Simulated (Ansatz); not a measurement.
Reaction: C2H7N (SMILES N(C)C) → C2H6N (SMILES N([CH2])C, doublet) + H (doublet) (the C-H bond breaks)
Each species at its own B3LYP-D3(BJ)/def2-TZVP minimum (Ansatz, a quantum-chemistry and plane-wave program).

Total energies in hartree (Ansatz). Radicals and triplets start from unrestricted determinants; spin-orbit coupling is neglected. Cores are frozen in correlated methods. No relativity. Where a partner has so few electrons that a lower coupled-cluster level is exact, that level stands in.

```tsv
species	HF/cc-pVTZ	CCSD(T)/cc-pVTZ	HF/cc-pVQZ	CCSD(T)/cc-pVQZ	CCSD(T)/cc-pVDZ	CCSDT(Q)/cc-pVDZ
1: C2H7N (N-methylmethanamine, SMILES CNC)	-134.29244	-134.92647	-134.30218	-134.96886	-134.77584	-134.77739
2: C2H6N (SMILES [CH2]NC, doublet)	-133.66954	-134.26872	-133.67944	-134.31040	-134.12223	-134.12388
3: H (doublet)	-0.49981	-0.49981	-0.49995	-0.49995	-0.49928	-0.49928
```

### Question
Work out the bond dissociation energy (electronic) in kcal/mol: take Hartree-Fock from cc-pVQZ, extrapolate the CCSD(T) correlation energy as X^-3 (X = 3, 4), and add CCSDT(Q) - CCSD(T) in cc-pVDZ. 1 hartree = 627.51 kcal/mol.

### Answer

Species 1: correlation (64·(-0.66668) - 27·(-0.63403))/37 = -0.69051; step -0.00155; E1 = -134.30218 + (-0.69051) + (-0.00155) = -134.99424
Species 2: correlation (64·(-0.63096) - 27·(-0.59918))/37 = -0.65415; step -0.00165; E2 = -133.67944 + (-0.65415) + (-0.00165) = -134.33524
Species 3: correlation (64·(0.00000) - 27·(0.00000))/37 = 0.00000; step +0.00000; E3 = -0.49995 + (0.00000) + (+0.00000) = -0.49995
-1·E1 +1·E2 +1·E3 = 0.15905 hartree = 99.8 kcal/mol.
